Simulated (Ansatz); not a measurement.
**H₂LiNSi (SMILES [Li][N]=[SiH2]): functionals against CCSD(T) at one geometry**

The task here is to estimate one member of a computed series from the others.

Method: single points in def2-TZVPP; program: Ansatz 0.2.0, Gaussian basis.

Correlated methods freeze the cores. The outer core shell of Li, Na, Mg and K is correlated.

## Where the work starts

SMILES `[Li][N]=[SiH2]`, 5 atoms, charge 0, spin multiplicity 1.

Atoms are counted from 1 here; the program's logs count them from 0.

Bond lengths: Li1–N2 1.705 Å, N2–Si3 1.640 Å, Si3–H4 1.395 Å, Si3–H5 1.565 Å. Angles: Li1–N2–Si3 176.8°, N2–Si3–H4 130.8°, N2–Si3–H5 122.0°, H4–Si3–H5 106.6°.

Geometry (Å):

```mol
H2LiNSi
  3D, bonds by distance, orders not assigned

  5  4  0  0  0  0  0  0  0  0999 V2000
   -2.6140    0.7502    0.2978 Li  0  0
   -0.9825    0.2987    0.0942 N   0  0
    0.5640   -0.2196   -0.0746 Si  0  0
    1.0731   -1.4594   -0.4623 H   0  0
    1.7808    0.6249    0.4321 H   0  0
  1  2  8  0
  2  3  8  0
  3  4  8  0
  3  5  8  0
M  END
```

Set-up of the first run:

File run/in.yaml:

```yaml
crystal:
  periodic: [false, false, false]
  atoms:
    - {symbol: Li, position_ang: [-2.614000, 0.750200, 0.297800]}
    - {symbol: N, position_ang: [-0.982500, 0.298700, 0.094200]}
    - {symbol: Si, position_ang: [0.564000, -0.219600, -0.074600]}
    - {symbol: H, position_ang: [1.073100, -1.459400, -0.462300]}
    - {symbol: H, position_ang: [1.780800, 0.624900, 0.432100]}
basis:
  gaussian: {orbitals: def2-TZVPP}
correlation: {method: ccsd_t}
output: {forces: true}
```

No record of the launch command was kept for these runs.

Among the steps run: CCSD(T)/def2-TZVPP; PBE0-D4/def2-TZVPP; wB97M-V/def2-TZVPP; r2SCAN-D4/def2-TZVPP; PBE-D4/def2-TZVPP; CAM-B3LYP-D4/def2-TZVPP; HSE06-D4/def2-TZVPP.

One of the session's tables, all rows but one given; the rest of the session is left out.

| method | RMS force component (eV/Å) | angle to CCSD(T) forces (°) | dipole (D) |
| --- | --- | --- | --- |
| CCSD(T) | 1.290 | reference | 5.09 |
| PBE0-D4 | 1.453 | 6.9 | 4.73 |
| wB97M-V | 1.480 | 8.3 | 4.60 |
| r2SCAN-D4 | 1.398 | 4.9 | 4.93 |
| PBE-D4 | 1.274 | 6.0 | 4.82 |
| CAM-B3LYP-D4 | 1.506 | 9.3 | 4.52 |
| HSE06-D4 | ? | ? | ? |

Q: Estimate the row for HSE06-D4 from the others.

The run gave: RMS force component (eV/Å): 1.447; angle to CCSD(T) forces (°): 6.7; dipole (D): 4.74. In the column «RMS force component (eV/Å)» it lies between r2SCAN-D4 (1.398) and PBE0-D4 (1.453).
